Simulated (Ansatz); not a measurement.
C6H12 can be A, `C=CCCCC`, or B, `C=CC(C)(C)C`.

Computed with Ansatz on PBE0-D4/def2-TZVP structures; ΔE is electronic, products minus reactants. CCSD(T)/CBS adds triple-zeta CCSD(T) − MP2 to the extrapolated MP2 energy (def2 sets, frozen cores). Functionals use def2-TZVPP. B3LYP here is the variant with VWN-RPA as its local correlation; programs differ in this. One conformer a species, not always the lowest.

Problem. Which is lower in electronic energy at CCSD(T)/CBS, and by how much? (Estimate.)

Solution. Ansatz gave: B, by 3.4 kcal/mol.

Problem. Give E(B) − E(A) in kcal/mol with B2PLYP, B3LYP-D4, r2SCAN-D4, CCSD/def2-TZVPP, ωB97M-V, B3LYP, PBE0-D4. (Estimate.)

Solution. Computed: B2PLYP -2.2, B3LYP-D4 -2.0, r2SCAN-D4 -2.9, CCSD/def2-TZVPP -2.9, ωB97M-V -2.9, B3LYP -0.8, PBE0-D4 -2.1. None reverses the order clearly.

Largest T1 diagnostic: 0.009.

The D4 term adds −1.2 kcal/mol with B3LYP and −0.6 kcal/mol with PBE0; it sums over pairs of atoms, weighted by their polarisabilities, and B3LYP, whose exchange is more repulsive, gets the larger term. In def2-TZVPP, CCSD(T) changes the Hartree–Fock value by −3.1 kcal/mol (the triples alone add −0.6 kcal/mol) and MP2 by −4.1 kcal/mol.
